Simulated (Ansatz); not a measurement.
CH2FN (`N=CF`), relaxed with RKS PBE-D4/def2-SVP in the Gaussian-basis code of Ansatz from a rough embedded geometry. The force threshold is 0.03 eV/Å; the program also tests the step.

The species carries charge 0 and has multiplicity 1.

Start:

```xyz
5

N     0.940    0.100    0.029
C    -0.294   -0.041    0.183
F    -0.688   -0.057    1.431
H     1.073    0.122   -1.019
H    -1.031   -0.124   -0.623
```

```json
{"step": "1", "energy (eV)": "-5266.0041", "largest force (eV/Å)": "1.908", "largest move (Å)": "0.000"}
{"step": "2", "energy (eV)": "-5266.1285", "largest force (eV/Å)": "1.188", "largest move (Å)": "0.044"}
{"step": "3 (rejected)", "energy (eV)": "-5266.1195", "largest force (eV/Å)": "1.440", "largest move (Å)": "0.090"}
{"step": "4", "energy (eV)": "-5266.1791", "largest force (eV/Å)": "0.278", "largest move (Å)": "0.045"}
{"step": "5", "energy (eV)": "-5266.1819", "largest force (eV/Å)": "0.035", "largest move (Å)": "0.011"}
{"step": "6", "energy (eV)": "-5266.1819", "largest force (eV/Å)": "0.053", "largest move (Å)": "0.004"}
{"step": "7", "energy (eV)": "-5266.1820", "largest force (eV/Å)": "0.025", "largest move (Å)": "0.003"}
```

End:

```xyz
5

N     0.967    0.111   -0.020
C    -0.269   -0.029    0.179
F    -0.753   -0.072    1.427
H     1.157    0.122   -1.033
H    -1.102   -0.132   -0.553
```

Hardware: 2 threads of a server CPU on a shared host. Wall time 4.3 s, peak host memory 0.12 GiB.
